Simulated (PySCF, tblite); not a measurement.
Isomers of C3H4ClFO. Calculated harmonic vibrations of the isolated species, GFN2-xTB (tblite), most abundant isotopes, no scaling. The method is semi-empirical: single wavenumbers can be off by several per cent or more. One conformer each.

Electronic energies: PBE0/pcSseg-1 single points on the GFN2-xTB geometries (PySCF, gas phase).

```
               SMILES  electronic energy, lowest = 0 (kcal/mol)
F[C@@H](Cl)[C@@H]1CO1                                      32.7
          FC1(Cl)COC1                                      30.0
      O=CC[C@@H](F)Cl                                      10.7
     C[C@H](F)C(=O)Cl                                       0.0
```

How do GFN2-xTB zero-point energies change the relative energies?

```csv
SMILES,ZPE (kcal/mol),of it from modes above 1550 cm⁻¹,electronic (kcal/mol),"with ZPE, lowest = 0 (kcal/mol)",lowest mode (cm⁻¹),rings
C[C@H](F)C(=O)Cl,41.5,19.9,0.0,0.0,52,0
O=CC[C@@H](F)Cl,40.9,19.3,10.7,10.1,46,0
FC1(Cl)COC1,42.1,17.0,30.0,30.6,106,1
F[C@@H](Cl)[C@@H]1CO1,41.9,17.2,32.7,33.1,60,1
```

The zero-point energies span 1.2 kcal/mol, from `O=CC[C@@H](F)Cl` to `FC1(Cl)COC1`. The order is unchanged.

And how do the electronic energies of GFN2-xTB itself compare?

`C[C@H](F)C(=O)Cl` 0.0; `O=CC[C@@H](F)Cl` 13.3; `FC1(Cl)COC1` 14.1; `F[C@@H](Cl)[C@@H]1CO1` 16.9 kcal/mol, lowest = 0. Against the energies above, taken from the same isomer `C[C@H](F)C(=O)Cl`, the largest difference is 15.9 kcal/mol.

What do entropy and thermal enthalpy add at 298.15 K and 1 bar (rigid rotor, harmonic oscillator, one conformer each)?

```tsv
SMILES	point group	symmetry number	S (cal/(mol K))	H − H(0) (kcal/mol)	ZPE + H − H(0) − TS (kcal/mol)
C[C@H](F)C(=O)Cl	C1	1	82.8	4.83	21.7
O=CC[C@@H](F)Cl	C1	1	83.3	4.78	20.8
FC1(Cl)COC1	Cs	1	77.2	4.18	23.3
F[C@@H](Cl)[C@@H]1CO1	C1	1	79.8	4.39	22.5
```
